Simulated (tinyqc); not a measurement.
Hueckel theory of the pi electrons with the omega technique, for the molecule [CH2-]C=N (SMILES; centres numbered as the heavy atoms are written), step by step. Computed by tinyqc, a small Python program that keeps every step. Settings: charge = -1, omega = 1.4, damping = 0.7. Command: `OMP_NUM_THREADS=1 python tinyqc.py 28976 28977 out.jsonl` (the two numbers bound the seeds that draw the settings). One thread of a shared host (Intel(R) Xeon(R) Processor @ 2.60GHz), about 0.01 s of CPU time with the checks.

## The Hueckel matrix

Centres:
```
centre  z_r, pi electrons of the neutral centre         h
1C                                            1  0.000000
2C                                            1  0.000000
3N                                            1  0.470000
```

Bonds:
```
i  j  k
1  2  1
2  3  1
```

H_rr = alpha + h_r beta, H_rs = k_rs beta for bonded centres.

Hueckel matrix in units of beta (H = alpha + beta A):
```
          1C        2C        3N
1C  0.000000  1.000000  0.000000
2C  1.000000  0.000000  1.000000
3N  0.000000  1.000000  0.470000
```

## Orbitals, round 1

pi electrons, sum of z_r less the charge = 4

Diagonalise; E = alpha + x beta with beta < 0, so the largest x are filled first; degenerate levels share their electrons. P = sum n_i c_ri c_si; each orbital has its largest coefficient positive (the first on a tie).

x values: 1.559315  0.228690  -1.318005

occupations: 2.000000  2.000000  0.000000

coefficients:
```
         MO1        MO2        MO3
1C  0.427157   0.716035  -0.552115
2C  0.666073   0.163750   0.727690
3N  0.611460  -0.678587  -0.406984
```

charge and bond-order matrix P:
```
           1C        2C         3N
1C   1.390338  0.803537  -0.449404
2C   0.803537  0.940934   0.592317
3N  -0.449404  0.592317   1.668727
```

## Omega technique, round 1

h_r = h_r(0) + omega q_r, omega = 1.4, with q_r = z_r - P_rr; 0.7 of the old diagonal is kept.

matrix after round 1:
```
           1C        2C        3N
1C  -0.163942  1.000000  0.000000
2C   1.000000  0.024808  1.000000
3N   0.000000  1.000000  0.189134
```

## Orbitals, round 2

As before.

x values: 1.443811  0.012784  -1.406595

occupations: 2.000000  2.000000  0.000000

coefficients:
```
         MO1        MO2        MO3
1C  0.437400  -0.700916  -0.563381
2C  0.703231  -0.123870   0.700087
3N  0.560488   0.702405  -0.438725
```

charge and bond-order matrix P:
```
           1C        2C         3N
1C   1.365204  0.788831  -0.494339
2C   0.788831  1.019756   0.614292
3N  -0.494339  0.614292   1.615040
```

## Omega technique, round 2

As before.

matrix after round 2:
```
           1C        2C        3N
1C  -0.268145  1.000000  0.000000
2C   1.000000  0.009068  1.000000
3N   0.000000  1.000000  0.015077
```

## Convergence

Each round sets h_r = h_r(0) + omega (z_r - P_rr), keeping the share named as damping of the old diagonal; repeat until output and input diagonals agree to 1e-6.

Rounds:
```
round   sum n x  largest |h(out) - h(in)|
1      3.576010                  9.36e-01
2      2.913190                  5.80e-01
3      2.476680                  3.57e-01
4      2.182106                  2.23e-01
5      1.980592                  1.42e-01
6      1.841632                  9.30e-02
7      1.745334                  6.19e-02
8      1.678390                  4.18e-02
9      1.631753                  2.86e-02
10     1.599216                  1.96e-02
11     1.576493                  1.36e-02
12     1.560613                  9.42e-03
13     1.549510                  6.55e-03
14     1.541744                  4.57e-03
15     1.536311                  3.19e-03
16     1.532510                  2.23e-03
17     1.529849                  1.56e-03
18     1.527987                  1.09e-03
19     1.526684                  7.61e-04
20     1.525772                  5.33e-04
21     1.525134                  3.73e-04
22     1.524687                  2.61e-04
23     1.524374                  1.83e-04
24     1.524155                  1.28e-04
25     1.524002                  8.94e-05
26     1.523894                  6.26e-05
27     1.523819                  4.38e-05
28     1.523767                  3.07e-05
29     1.523730                  2.15e-05
30     1.523704                  1.50e-05
31     1.523686                  1.05e-05
32     1.523674                  7.36e-06
33     1.523665                  5.15e-06
34     1.523658                  3.61e-06
35     1.523654                  2.53e-06
36     1.523651                  1.77e-06
37     1.523649                  1.24e-06
38     1.523648                  8.66e-07
```

Converged in 38 rounds.

## Energy, charges, bond orders

final x values: 1.156796  -0.394972  -1.691821

occupations: 2.000000  2.000000  0.000000

final P:
```
           1C        2C         3N
1C   1.360250  0.759685  -0.541385
2C   0.759685  1.097895   0.642880
3N  -0.541385  0.642880   1.541855
```

E = sum n x; q_r = z_r - P_rr; bond order p = P_rs; free valence = sqrt(3) - sum of p over the bonds of the atom.

pi energy = 4 alpha + this times beta = 1.523648

pi charges: 1C -0.360250, 2C -0.097895, 3N -0.541855

Bond orders and lengths from R = 1.517 - 0.180 p (angstrom, C-C alone):
```
bond         p         R
1-2   0.759685  1.380257
2-3   0.642880         -
```

free valence of the carbons: 1C 0.972365, 2C 0.329485

gap between the highest filled and the next level = 1.296849 |beta|
